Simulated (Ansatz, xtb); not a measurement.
## Relative energy of two isomers of C4H5FO

Structure I: `O=C[C@@H]1C[C@H]1F`, a singlet. Structure II: `O=CC1(F)CC1`, a singlet. Both are isolated molecules in the gas phase, relaxed with B3LYP/def2-SVP; the shapes shown needn't be the lowest conformers.

I (Å):

```xyz
11

C     0.8918    1.1241   -1.8242
C    -0.0296    0.7384   -0.7254
C    -1.4616    1.2856   -0.7498
C    -0.4946    1.8417    0.2126
F    -0.6258    1.5206    1.5262
O     0.7813    2.1463   -2.4628
H     1.7261    0.4051   -2.0274
H     0.1261   -0.2394   -0.2615
H    -2.2378    0.6252   -0.3556
H    -1.7256    1.8949   -1.6187
H    -0.0795    2.8439    0.0587
```

II (Å):

```xyz
11

C     1.0275    1.2082    0.1369
C     0.0803    0.9806   -0.9918
C    -1.3968    0.8634   -0.7126
C    -0.8616    2.0822   -1.4075
F     0.6079    0.1889   -1.9738
O     0.7670    1.8763    1.1074
H     2.0149    0.6966    0.0009
H    -1.7041    0.9488    0.3334
H    -1.9290    0.1226   -1.3150
H    -0.7951    3.0186   -0.8467
H    -1.0287    2.1728   -2.4840
```

Task: Estimate E(II) − E(I) at the level CCSD(T)/def2-SVP + ΔMP2/def2-TZVPP.

Result: CCSD(T)/def2-SVP + ΔMP2/def2-TZVPP gives E(II) − E(I) = −0.43 kcal/mol, slightly favouring structure II, which is too small a margin to settle the true order.

Level by level:

| level | geometry | E(II) − E(I) (kcal/mol) | departure from the last row (kcal/mol) | job, with rough time for the two |
| --- | --- | --- | --- | --- |
| GFN2-xTB | GFN2-xTB | +0.15 | +0.58 | optimisation, 0.1 s |
| HF/STO-3G | GFN2-xTB | −0.79 | −0.35 | single point, 0.32 s |
| r2SCAN-D4/def2-SVP | GFN2-xTB | −0.53 | −0.09 | single point, 4.1 s |
| B3LYP/def2-SVP | B3LYP/def2-SVP | −0.33 | +0.10 | optimisation, 35 s |
| HF/def2-SVP | B3LYP/def2-SVP | −0.30 | +0.13 | part of the CCSD(T) run |
| MP2/def2-SVP | B3LYP/def2-SVP | −0.45 | −0.02 | part of the CCSD(T) run |
| CCSD(T)/def2-SVP | B3LYP/def2-SVP | −0.65 | −0.22 | single point |
| CCSD(T)/def2-SVP + ΔMP2/def2-TZVPP | B3LYP/def2-SVP | −0.43 |  | single point, 46 s |

As drawn, both hold the same kinds of bond in the same numbers.

The largest departure from CCSD(T)/def2-SVP + ΔMP2/def2-TZVPP is that of GFN2-xTB, 0.58 kcal/mol. The last row adds to CCSD(T) the change of the MP2 difference between the two basis sets, here +0.22 kcal/mol.

With harmonic frequencies from B3LYP/def2-SVP (ideal gas, rigid rotor, one conformer each, 298.15 K, 1 atm): the zero-point term adds −0.42 kcal/mol; ΔH is −0.86 and ΔG −0.67 kcal/mol.

The correlated steps freeze 6 core orbitals. Mirror images aren't counted in ΔG. Codes used: Ansatz 0.2.0, xtb 6.7.1; the last row on 2 threads of Arm Neoverse V1 on a shared host.
